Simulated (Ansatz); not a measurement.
Isolated molecules relaxed with PBE0-D4/def2-TZVP in Ansatz; ΔE leaves out vibrations. CCSD(T)/CBS is frozen-core, at the limit of the def2 triple- and quadruple-zeta sets. Functionals use def2-TZVPP. No spin–orbit coupling; open shells (•) take unrestricted orbitals. Spin–orbit coupling would lower the free atoms: a little for C, F.

Consider the atomization: `[CH]F` → C• + F• + H•.

Task: What is ΔE at CCSD(T)/CBS? (Estimate.)

Result: The calculation gave: +887.8 kJ/mol.

Task: What do these levels give: B97M-V, PBE-QIDH, BLYP, SCS-MP2/def2-QZVPP, CCSD/cc-pV(T+d)Z, CCSD/CBS(cc)? (Estimate.)

Result: The calculation gave: B97M-V 888.0, PBE-QIDH 864.4, BLYP 904.8, SCS-MP2/def2-QZVPP 890.2, CCSD/cc-pV(T+d)Z 839.5, CCSD/CBS(cc) 864.0 kJ/mol.

Largest T1 diagnostic among the species: 0.018.

From r2SCAN to r2SCAN0 (25 % exact exchange), in def2-TZVPP and without D4, ΔE moves by −35.4 kJ/mol: exact exchange takes away binding that semilocal exchange gives to molecules. In def2-TZVPP, CCSD(T) changes the Hartree–Fock value by +299.1 kJ/mol (the triples alone add +21.6 kJ/mol) and MP2 by +316.4 kJ/mol; breaking electron pairs costs correlation energy, which Hartree–Fock lacks. Leaving LDA and LC-ωPBE aside and taking each functional with its dispersion term where it has one, the values, not all of them listed here, spread over 100.5 kJ/mol, from BHLYP-D4 to PBE-D4. LDA lies +140.4 kJ/mol from PBE without D4, its usual overbinding.
